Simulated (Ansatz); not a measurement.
# CFO2: the cost of one run

Program: Ansatz 0.2.0. Level of theory: RKS CAM-B3LYP-D4/def2-SVP. These are calculated values, not measurements.

## Step 1: Starting point

Bond lengths: O2–C3 1.143 Å, C3–O4 1.169 Å. Angles: O2–C3–O4 173.8°.

As a file:

```xyz
4

F     0.0922    0.1705   -2.1825
O    -0.4950   -0.7067   -0.1003
C     0.0020   -0.0589    0.7001
O     0.4008    0.5951    1.5827
```

## Step 2: Relaxing the start

The input, input.yaml:

```yaml
crystal:
  periodic: [false, false, false]
  atoms:
    - { symbol: F, position_ang: [0.0922, 0.1705, -2.1825] }
    - { symbol: O, position_ang: [-0.495, -0.7067, -0.1003] }
    - { symbol: C, position_ang: [0.002, -0.0589, 0.7001] }
    - { symbol: O, position_ang: [0.4008, 0.5951, 1.5827] }
total_charge: -1
basis:
  gaussian: { orbitals: def2-SVP }
hamiltonian:
  xc: cam_b3lyp
  dispersion: d4
relax:
  f_tol: 0.02
  max_steps: 40
scf:
  lower_state_search: "off"
```

Command:

```sh
$ ansatz run input.yaml --threads 1 --pin off --max-ram 2048MiB --backend cpu --events-out ev --progress --plain --runs-dir out
```

What time and memory should one allow on 1 thread of Arm Neoverse V2, shared host?

About 10 s, with a peak of 0.1 GiB.
